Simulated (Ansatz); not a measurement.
`Clc1ccc[nH]1` + H₂ → `c1cc[nH]c1` + HCl at 298.15 K and 1 bar (hydrogenolysis of a C–Cl bond).

Computed with Ansatz on PBE0-D4/def2-TZVP structures; ΔE is electronic, products minus reactants. CBS: MP2 limit from def2 TZ/QZ plus the TZ coupled-cluster correction, frozen cores. This one scheme is used for every species.

```csv
species,CCSD(T)/CBS energy (Eh),H − E (kJ/mol),S (J/(mol·K))
`Clc1ccc[nH]1`,-669.07723,209.1,306.3
H₂,-1.17544,35.1,130.4
`c1cc[nH]c1`,-209.90399,230.6,269.7
HCl,-460.38127,26.6,186.8
```

H − E and S are ideal-gas, rigid-rotor, harmonic terms from PBE0-D4/def2-TZVP. The MP2-based limit puts H₂ 0.8 mEh under its directly extrapolated value; such offsets cancel only in part. 1 Eh = 2625.50 kJ/mol, R = 8.31446 J/(mol·K).

By hand: ΔE, ΔH, ΔS and ΔG.

ΔE = (-209.90399) + (-460.38127) − (-669.07723) − (-1.17544) = -0.03259 Eh = -85.6 kJ/mol. Δ(H − E) = 230.6 + 26.6 − 209.1 − 35.1 = 13.0, so ΔH = -72.6 kJ/mol. ΔS = 269.7 + 186.8 − 306.3 − 130.4 = 19.8 J/(mol·K). ΔG = -72.6 − 298.15 × (19.8)/1000 = -78.5 kJ/mol.

By hand: the equilibrium constant, and the temperature at which ΔG would vanish if ΔH and ΔS stayed fixed.

log₁₀ K = −ΔG/(RT ln 10) = 13.8. ΔH and −TΔS have one sign here, so there is no such temperature.

ΔH outweighs TΔS. A doubt of 5 kJ/mol in ΔE shifts log₁₀ K by 0.9 here. These are equilibria of isolated gas molecules and say nothing of rates. Largest T1 diagnostic: 0.011 (customary marks: 0.02 for closed shells, 0.045 for open ones).
